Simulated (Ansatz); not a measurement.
The cluster AlN₂⁻. Charge -1, multiplicity 3. Geometry r2SCAN-D4/def2-TZVP, that of the neutral doublet; atoms count from 1.

Cartesian coordinates in Å:
```
Al 1.583 0.513 0.325
N -0.263 -0.081 -0.060
N -1.319 -0.433 -0.264
```

The highest occupied level of the charge -1 triplet lies above zero (up to 0.90 eV). By energy differences its removal costs 0.85 eV (vertical, to the charge 0 doublet, at PBE0-D4/def2-TZVPD); a positive level beside a positive removal energy at the same level points to self-interaction error. The structure comes from a short search, and lower isomers may exist.

(1) Estimate the Mulliken populations from the PBE0/def2-TZVPD orbitals of Ansatz.

(2) Where does the spin sit?

(3) And the Mayer bond orders between bonded heavy atoms (over 0.3)?

## Answers

(1) 
```tsv
atom	charge (e)	spin (α − β)
Al1	-0.88	1.23
N2	0.27	0.05
N3	-0.39	0.72
```
Mulliken values and Mayer orders depend strongly on the basis. With diffuse functions, as here, like atoms can get unlike values, and bond orders can come out too low or too high.

(2) Summed by element: Al 1.23, N 0.77, of 2 unpaired in all. Largest on single atoms: Al1 1.23, N3 0.72, N2 0.05.

(3) Al1–N2 0.94 (1.98 Å); N2–N3 1.46 (1.13 Å). Values over 0.3 also appear between atoms too far apart for a bond (Al1–N3 0.41 at 3.11 Å); they arise where an orbital or an unpaired electron spreads over both atoms.
